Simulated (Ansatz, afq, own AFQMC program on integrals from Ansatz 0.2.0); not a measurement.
AFQMC on a folder of integrals that Ansatz 0.2.0 wrote.

```yaml
crystal:
  periodic: [false, false, false]
  atoms:
    - {symbol: N, position_ang: [0.000000, 0.000000, 0.659988]}
    - {symbol: C, position_ang: [0.000000, 0.000000, -1.001044]}
    - {symbol: H, position_ang: [0.000000, 1.107061, 1.378546]}
    - {symbol: H, position_ang: [0.000000, -1.107061, 1.378546]}
basis:
  gaussian: {orbitals: cc-pVDZ}
magnetization: {spin_polarized: true, initial_magnetization: 1}
correlation: {method: ccsd_t, electrons: outside_noble_gas, hamiltonian_folder: ham}
```

```sh
$ ansatz run in.yaml --threads 1 --pin off --events-out ev --progress --plain --max-ram 1382MiB
```

Options of the walk:

```
--method phaseless --trial hf --walkers 120 --populations 1 --least-time 40 --time-step 0.005 --steps-per-block 20 --equilibration-blocks 160 --max-blocks 600 --target-error 0.002400 --factor-cut 1e-05 --start spin_pure --seed 3231 --taylor-order 6
```

Times are imaginary, in 1/Eh. The walk had a cap of 1172 s.

afq prints:

```
orbitals 36  electrons 6 5  factors 265 of 361
reference energy -93.21418605 Eh
CCSD correlation -0.31490415 Eh in 16 cycles, weight of the determinant in the CISD state 0.8312
energy of the start -93.216151 Eh
 block  time / (1/Eh)  mean weight  energy / Eh
     1     0.100  1.0001  -93.281918
     2     0.200  1.0024  -93.340131
     3     0.300  1.0020  -93.394189
     4     0.400  1.0033  -93.426898
     5     0.500  1.0030  -93.440408
     9     0.900  1.0035  -93.482908
    58     5.800  1.0007  -93.499720
   134    13.400  1.0005  -93.584621
   210    21.000  0.9981  -93.541719
   286    28.600  0.9995  -93.569857
   362    36.200  0.9999  -93.525091
   381    38.100  0.9979  -93.485803
   438    43.800  1.0003  -93.567352
   514    51.400  1.0005  -93.611187
   590    59.000  1.0002  -93.550239
   666    66.600  1.0005  -93.622436
   742    74.200  1.0008  -93.539669
blocks merged  error / Eh  count
     1  0.001364  600
     2  0.001826  300
     4  0.002388  150
     8  0.003052  75
    16  0.003577  37
    32  0.003335  18
    64  0.003739  9
energy -93.550291 +/- 0.003577 Eh
(rows thinned)
```

The run passed its tests (sampling time, drift between the halves within three errors, error under three times the target), which doesn't prove that it has relaxed.

Against this walk (error 97.3 meV) on the same determinant: CCSD(T) 143.5 meV higher (within the noise), CCSDT(Q) 34.2 meV higher (within the noise), a separate phaseless walk with a CISD trial and standard settings 62.3 ± 103.2 meV higher (within the noise). The error is statistical and leaves out the bias of the constraint. None of these is a sure reference here.

Cautions: constraint bias not in the error; error above the target (97.3 against 65.3 meV); higher spins were not checked; raised T1 diagnostic (T1 0.041, weight of the determinant 0.83, largest double 0.10); unrestricted determinant slightly spin contaminated (⟨S²⟩ 0.82 against 0.75); the bias of populations of 120 walkers isn't removed.

The walk took 3 min on 1 thread of Intel(R) Xeon(R) 6975P-C (Granite Rapids), with other jobs on the host. The log's last line is the phaseless energy.

CCSDT and higher add their correlation energy to the determinant of the CCSD(T) run, since their own runs factorise the integrals more tightly (a shift of under 2 meV). A walk keeps the symmetry of its determinant, which the program's search chose and which needn't be the lowest solution, so a lower state of the same spin and another symmetry isn't excluded.
